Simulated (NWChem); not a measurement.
# nitrous oxide (N₂O); SMILES N#[N+][O-]

Task: Give the equilibrium geometry at PBE-D3(BJ)/def2-SVP (NWChem) as a list of bonds and angles, with the point group.

Result: point group C*v; any orientation.
Bond lengths (Å): N1–N2 1.146, N2–O3 1.187. Bond angles (°): N1–N2–O3 180.0.
